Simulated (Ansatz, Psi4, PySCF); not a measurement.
Species: C$_{2}$H$_{4}$S, charge 0, multiplicity 1. SMILES: C1CS1
Geometry: optimised at B3LYP-D3(BJ)/def2-TZVP (Ansatz, an electronic-structure program).

Quantity: enthalpy of formation at 298 K, in kcal/mol. Terms: 6-311+G** with 5d, 6d on Na to Ar in Ansatz; dispersion terms only where a functional's name holds one; non-relativistic; frozen cores in correlated levels; no spin-orbit coupling; LANL2DZ with its own core potentials from Na on; 6-31G* and kin with 6d, 5d where marked; open shells spin-unrestricted. Basis-set limits of correlation are two-point, X^-3; Hartree-Fock from the larger set. The bracket is a focal-point correction in the basis named. Ab initio and DFT rows: single points at B3LYP-D3(BJ) geometries (Ansatz), with unscaled harmonic terms from B3LYP/6-31G* at its own minima, enthalpies of formation by atomisation with measured atoms.

Measured values: G2/97 table in ASE (Curtiss et al.); they hold spin-orbit and core effects, anharmonicity. 

Value to compare with, the measured value: 19.6 kcal/mol.

```csv
level,program,enthalpy of formation at 298 K (kcal/mol),error
HF/3-21G,Ansatz,234.4,214.8
SVWN5/6-31G*,Ansatz,-74.8,-94.4
PBE/STO-3G,Ansatz,-122.2,-141.8
PBE/def2-SVP,Ansatz,3.6,-16.0
PBE/6-311+G**,Ansatz,10.0,-9.6
B3LYP/LANL2DZ,Ansatz,61.6,42.0
B3LYP/6-31G,Ansatz,54.0,34.4
B3LYP/6-31G*,Ansatz,26.1,6.5
PBE0/6-31G*,Ansatz,15.6,-4.0
M06-2X/6-311+G**,PySCF,23.1,3.5
wB97X-D/6-311+G**,Psi4,25.4,5.8
MP2/STO-3G,Ansatz,17.3,-2.3
MP2/3-21G,Ansatz,127.6,108.0
MP2/6-31G*,Ansatz,68.6,49.0
PBE0/def2-TZVPD,Ansatz,14.6,-5.0
wB97X-V/def2-TZVPD,Ansatz,17.0,-2.6
"RI-MP2/CBS(cc-pV(T+d)Z,cc-pV(Q+d)Z)+[CCSD(T)-MP2]/cc-pV(T+d)Z",Ansatz,18.9,-0.7
```

Among the 14 habitual levels, HF/3-21G lies farthest from the measured value (214.8 kcal/mol); 8 of 14 lie above it, and their mean absolute error is 52.3 kcal/mol, the median 25.2. One case shows no general order.

The levels are drawn from those run, B3LYP/6-31G* more often than the rest, none by its result; runs whose electronic state is in doubt are left out.
